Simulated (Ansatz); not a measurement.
Stepwise reaction of `[Cl][Mg][Cl]` with hydrogen sulfide, as a gas-phase model of exchange steps in deposition or etching. ΔE in kJ/mol; ΔG adds harmonic PBE0-D4 terms to CCSD(T)/CBS, at 1 bar.

Isolated molecules relaxed with PBE0-D4/def2-TZVP in Ansatz; ΔE leaves out vibrations. CCSD(T)/CBS is the MP2 limit (def2-TZVPP, def2-QZVPP) plus CCSD(T) − MP2 in def2-TZVPP, frozen cores. This one scheme is used for every species. Functionals use def2-TZVPP. B3LYP here is the variant with VWN-RPA as its local correlation; programs differ in this. For Mg outer-core shells are correlated without core-valence functions, which leaves a few kJ/mol of doubt a bond. One conformer a species, not always the lowest.

```
step                                     reaction  PBE-D4  B3LYP-D4  ωB97M-V  CCSD(T)/CBS  ΔG(500 K)
   1  `[Cl][Mg][Cl]` + H₂S → `[SH][Mg][Cl]` + HCl    59.8      66.9     66.9         65.3       56.5
   2  `[SH][Mg][Cl]` + H₂S → `[SH][Mg][SH]` + HCl    61.0      68.2     68.2         66.1       66.4
```

(1) By hand: ΔE of the 2 steps together at CCSD(T)/CBS.

Answers

(1) (65.3) + (66.1) = 131.4 kJ/mol, or 65.7 kJ/mol a step.

In ΔE the steps differ by no more than 0.8 kJ/mol. All are uphill at CCSD(T)/CBS. ΔG lies between 56.5 and 66.4 kJ/mol a step. PBE-D4 differs from CCSD(T)/CBS by -5.5 to -5.1 kJ/mol a step. Isolated molecules leave out the surface, adducts and barriers. Largest T1 diagnostic: 0.009.
